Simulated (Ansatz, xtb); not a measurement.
**C4H5F: which of two isomers lies lower**

Structure a: `CCC#CF`, a singlet. Structure b: `C#C[C@@H](C)F`, a singlet. Both are isolated molecules in the gas phase, relaxed with r2SCAN-D4/def2-SVP.

Q: Estimate which is lower in electronic energy at CCSD(T)/def2-SVP + ΔMP2/def2-TZVPP, and by roughly how much.

A: The CCSD(T)/def2-SVP + ΔMP2/def2-TZVPP calculation puts structure b lower, by 0.674 eV.

Level by level:

| level | geometry | E(b) − E(a) (eV) | departure from the last row (eV) | job, with rough time for the two |
| --- | --- | --- | --- | --- |
| GFN2-xTB | GFN2-xTB | −0.040 | +0.634 | optimisation, 0.51 s |
| HF/STO-3G | GFN2-xTB | +0.094 | +0.768 | single point, 0.92 s |
| r2SCAN-D4/def2-SVP//GFN2-xTB | GFN2-xTB | −0.470 | +0.204 | single point, 6.3 s |
| r2SCAN-D4/def2-SVP | r2SCAN-D4/def2-SVP | −0.476 | +0.198 | optimisation, 1.9 min |
| HF/def2-SVP | r2SCAN-D4/def2-SVP | −0.605 | +0.069 | part of the CCSD(T) run |
| MP2/def2-SVP | r2SCAN-D4/def2-SVP | −0.511 | +0.163 | part of the CCSD(T) run |
| CCSD(T)/def2-SVP | r2SCAN-D4/def2-SVP | −0.531 | +0.143 | single point |
| CCSD(T)/def2-SVP + ΔMP2/def2-TZVPP | r2SCAN-D4/def2-SVP | −0.674 |  | single point, 84 s |

As drawn, both hold the same kinds of bond in the same numbers.

HF/STO-3G puts the two in the other order. The largest departure from CCSD(T)/def2-SVP + ΔMP2/def2-TZVPP is that of HF/STO-3G, 0.768 eV. The last row adds to CCSD(T) the change of the MP2 difference between the two basis sets, here −0.143 eV, a large step that makes the value less sure.

With harmonic frequencies from r2SCAN-D4/def2-SVP (ideal gas, rigid rotor, one conformer each, 298.15 K, 1 atm): on the last row, ΔE + ΔZPE = −0.695, ΔH = −0.701, ΔG = −0.684 eV.

The correlated steps freeze 5 core orbitals. Mirror images aren't counted in ΔG. Codes used: Ansatz 0.2.0, xtb 6.7.1; the last row on 2 threads of AMD EPYC (Zen 3) on a shared host.
